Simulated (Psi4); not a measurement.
# A workflow on CH4ClSi (SMILES [CH2][SiH2]Cl)

Wanted: a geometry optimisation (UB3LYP-D3(BJ)/def2-SVP), then the harmonic vibrations of CH4ClSi. 

The calculation is run with Psi4 1.11.

## Step 1: The molecule

The species is CH4ClSi (7 atoms), meant as a doublet with charge 0. SMILES: `[CH2][SiH2]Cl`. Geometry: relaxed at PBE0-D4/def2-TZVP. This is one conformer, not always the lowest. The run starts from this shape.

Bond lengths: C1–Si2 1.832 Å, Si2–Cl3 2.067 Å, C1–H4 1.085 Å, C1–H5 1.085 Å, Si2–H6 1.482 Å, Si2–H7 1.481 Å. Angles: C1–Si2–Cl3 110.1°, C1–Si2–H6 111.0°, C1–Si2–H7 111.0°, Cl3–Si2–H6 106.8°, Cl3–Si2–H7 106.9°, Si2–C1–H4 122.4°, Si2–C1–H5 122.3°, H6–Si2–H7 110.8°, H4–C1–H5 115.1°.

## Step 2: A geometry optimisation at UB3LYP-D3(BJ)/def2-SVP (density fitting) (run 1)

job.inp

```
memory 1.6 GB

molecule {
  0 2
  C
  Si 1 1.831933
  Cl 2 2.066619 1 110.09455
  H 1 1.085133 2 122.39916 3 -90.00689
  H 1 1.085245 4 115.14676 2 -176.08305
  H 2 1.481502 1 111.03551 4 151.91039
  H 2 1.48129 6 110.81552 1 123.79861
  units angstrom
}

set reference uks
set geom_maxiter 60

result = optimize('b3lyp-d3bj2b/def2-SVP')
print_variables()
```

Launch:

```
psi4 -n 1 job.inp job.out
```

job.out:

```text
[...]
  Running in c1 symmetry.
[...]
  Nuclear repulsion =  138.173858351689574
[...]
  Multiplicity = 2
[...]
  Nalpha       = 21
  Nbeta        = 20
[...]
    Number of basis functions: 70
[...]
   @DF-UKS iter   1:  -789.78202031533874   -2.32576e-01   7.78885e-03 DIIS/ADIIS
[...]
   @DF-UKS iter   7:  -789.96885916791302   -1.13687e-12   6.03878e-09 DIIS
[...]
   @S^2 Observed:                7.532835655E-01
[...]
    Orbital Energies [Eh]
    ---------------------
    Alpha Occupied:
       1A   -101.486393     2A    -66.150961     3A    -10.214784
       4A     -9.441836     5A     -7.208633     6A     -7.202055
       7A     -7.201800     8A     -5.317731     9A     -3.681700
      10A     -3.678331    11A     -3.678129    12A     -0.813959
      13A     -0.695236    14A     -0.527919    15A     -0.443295
      16A     -0.387495    17A     -0.382126    18A     -0.370332
      19A     -0.312503    20A     -0.305792    21A     -0.259014
    Alpha Virtual:
      22A      0.033407    23A      0.040694    24A      0.062661
      25A      0.080068    26A      0.117901    27A      0.129148
[...]
  @DF-UKS Final Energy:  -789.96885916791302
   => Energetics <=
    Nuclear Repulsion Energy =            136.7711616150940017
    One-Electron Energy =               -1362.0905432997524258
    Two-Electron Energy =                 480.5636798370426277
    DFT Exchange-Correlation Energy =     -45.2037756765833194
    Empirical Dispersion Energy =          -0.0093816437140083
    VV10 Nonlocal Energy =                  0.0000000000000000
    Total Energy =                       -789.9688591679130241
[...]
 Multipole Moments:
 ------------------------------------------------------------------------------------
     Multipole            Electronic (a.u.)      Nuclear  (a.u.)        Total (a.u.)
 ------------------------------------------------------------------------------------
 L = 1.  Multiply by 2.5417464519 to convert [e a0] to [Debye]
 Dipole X            :         -0.0003650            0.0010829            0.0007179
 Dipole Y            :         -4.9052308            5.3967236            0.4914929
 Dipole Z            :          3.6916165           -4.1939606           -0.5023442
 Magnitude           :                                                    0.7027912
[...]
  -Total Gradient:
     Atom            X                  Y                   Z
    ------   -----------------  -----------------  -----------------
       1        0.000002817757     0.000014924100    -0.000004340157
       2       -0.000000273684     0.000020403555    -0.000005274143
       3       -0.000011504295     0.000014178367     0.000018002941
       4       -0.000009678465     0.000026815764     0.000002128642
       5        0.000007403181     0.000001343780     0.000003367385
       6       -0.000000652386     0.000021092311    -0.000002715894
       7        0.000002918062     0.000009843243    -0.000007216162
[...]
    Final optimized geometry and variables:
    Molecular point group: c1
    Full point group: C1
    Geometry (in Angstrom), charge = 0, multiplicity = 2:
    C
    SI            1    1.845127
    CL            2    2.094124      1  109.988881
    H             1    1.095687      2  122.409055      3  -88.918035
    H             1    1.095733      4  115.027343      2 -174.627129
    H             2    1.486567      1  110.761393      4  152.775031
    H             2    1.486373      6  110.770795      1  123.229797
  Variable Map:
  ----------------------------------------------------------------------------
  "B3LYP-D3(BJ) DISPERSION CORRECTION ENERGY" =>      -0.009381643714
[...]
```

The script printed:

```text
Optimizer: Optimization complete!
```

It took 24 s on 1 thread of Intel Xeon 6975P-C (Granite Rapids), shared host; peak memory 0.52 GiB.

Steps, from the record of the run:

```csv
step,energy from the first frame kept (eV),largest force (eV/Å)
0,0.0000,0.5203
1,-0.0132,0.1566
2,-0.0137,0.0557
3,-0.0137,0.0090
4,-0.0137,0.0015
```

After the run. Bond lengths: C1–Si2 1.845 Å, Si2–Cl3 2.094 Å, C1–H4 1.096 Å, C1–H5 1.096 Å, Si2–H6 1.487 Å, Si2–H7 1.486 Å. Angles: C1–Si2–Cl3 110.0°, C1–Si2–H6 110.8°, C1–Si2–H7 110.7°, Cl3–Si2–H6 107.2°, Cl3–Si2–H7 107.3°, Si2–C1–H4 122.4°, Si2–C1–H5 122.3°, H6–Si2–H7 110.8°, H4–C1–H5 115.0°.

## Step 3: The harmonic vibrations at UB3LYP-D3(BJ)/def2-SVP (density fitting) (run 2)

job.inp

```
memory 1600 mb

molecule geom {
  0 2
  C     -0.963619     0.097298    -0.616103
  Si     0.661098     0.058218     0.257544
  Cl     0.631620    -1.401335     1.758940
  H     -1.176737    -0.530949    -1.488122
  H     -1.814142     0.680673    -0.246084
  H      0.936116     1.361655     0.917315
  H      1.755185    -0.297395    -0.683635
  units angstrom
  symmetry c1
}

set {
  basis def2-SVP
  reference uks
  t 600.0
  rotational_symmetry_number 1
}

e, wfn = frequencies('b3lyp-d3(bj)', return_wfn=True)
```

Launch:

```
psi4 -n 1 job.inp job.out
```

job.out, shortened:

```text
[...]
  Running in c1 symmetry.
[...]
  Nuclear repulsion =  136.771190881206309
[...]
  Multiplicity = 2
[...]
  Nalpha       = 21
  Nbeta        = 20
[...]
    Number of basis functions: 70
[...]
   @DF-UKS iter   1:  -789.79138858455269   -2.81554e-01   7.61045e-03 DIIS/ADIIS
[...]
   @DF-UKS iter  13:  -789.96885826845460   -7.95808e-13   2.86839e-09 DIIS
[...]
   @S^2 Observed:                7.532836411E-01
[...]
  @DF-UKS Final Energy:  -789.96885826845460
   => Energetics <=
    Nuclear Repulsion Energy =            136.7626301670113378
    One-Electron Energy =               -1362.0728667484472680
    Two-Electron Energy =                 480.5541336376842310
    DFT Exchange-Correlation Energy =     -45.2033741355612264
    Empirical Dispersion Energy =          -0.0093811891416939
    VV10 Nonlocal Energy =                  0.0000000000000000
    Total Energy =                       -789.9688582684545963
[...]
 Multipole Moments:
[...]
  -Total Gradient:
     Atom            X                  Y                   Z
    ------   -----------------  -----------------  -----------------
       1        0.000014136910    -0.000018679581    -0.000039569537
       2       -0.000285074833    -0.000109420611     0.000089622573
       3        0.000000662330     0.000047189565     0.000037886918
       4       -0.000001894217     0.000025807148    -0.000008304311
       5        0.000011105770    -0.000002466606    -0.000002398004
       6        0.000037050676     0.000251493551     0.000189234854
       7        0.000260820683    -0.000108035161    -0.000322833021
[...]
  ==> Harmonic Vibrational Analysis <==
[...]
  Freq [cm^-1]                 78.6866             200.9537            487.2267
[...]
  IR activ [km/mol]             0.1663              3.5073             10.5693
[...]
  Freq [cm^-1]                 514.7189            598.9373            691.8209
[...]
  IR activ [km/mol]            33.8381             77.1065             17.3020
[...]
  Freq [cm^-1]                 765.0179            841.3547            880.3418
[...]
  IR activ [km/mol]            18.6500             35.3822             241.0463
[...]
  Freq [cm^-1]                 953.6603           1372.0356           2242.4913
[...]
  IR activ [km/mol]            109.9573             4.6154             84.5255
[...]
  Freq [cm^-1]                2248.1793           3128.0235           3232.0344
[...]
  IR activ [km/mol]            123.7267             0.5236              0.0691
[...]
```

The script printed:

```text
Warning: used thermodynamics relations inappropriate for low-frequency modes: ['78.6866' '200.9537' '487.2267' '514.7189' '598.9373']
```

Run time: 3.4 min. Hardware: 1 thread of Intel Xeon 6975P-C (Granite Rapids), shared host; peak memory 0.5 GiB.

## Step 4: Results

| quantity | value |
| --- | --- |
| run 1, UB3LYP-D3(BJ)/def2-SVP: total energy at the end | -789.96886 Eh |
| run 1, UB3LYP-D3(BJ)/def2-SVP: dipole moment | 1.79 D |
| run 1, UB3LYP-D3(BJ)/def2-SVP: HOMO energy (highest over α and β) | -7.05 eV |
| run 1, UB3LYP-D3(BJ)/def2-SVP: LUMO energy (lowest over α and β) | -3.05 eV |
| run 1, UB3LYP-D3(BJ)/def2-SVP: dispersion energy | -24.63 kJ/mol |
| run 1, UB3LYP-D3(BJ)/def2-SVP: ⟨S²⟩ | 0.753 |
| run 2, UB3LYP-D3(BJ)/def2-SVP: lowest harmonic wavenumber | 79 cm⁻¹ |
| run 2, UB3LYP-D3(BJ)/def2-SVP: highest harmonic wavenumber | 3232 cm⁻¹ |
| run 2, UB3LYP-D3(BJ)/def2-SVP: zero-point energy | 109.1 kJ/mol |
| run 2, UB3LYP-D3(BJ)/def2-SVP: ideal-gas entropy at 600 K (symmetry number 1 as used) | 89.6 cal/(mol K) |

The optimisation (run 1, UB3LYP-D3(BJ)/def2-SVP) took 5 steps and changed the energy by -0.014 eV. All 15 modes (run 2, UB3LYP-D3(BJ)/def2-SVP) are real, so the shape is a minimum at this level.
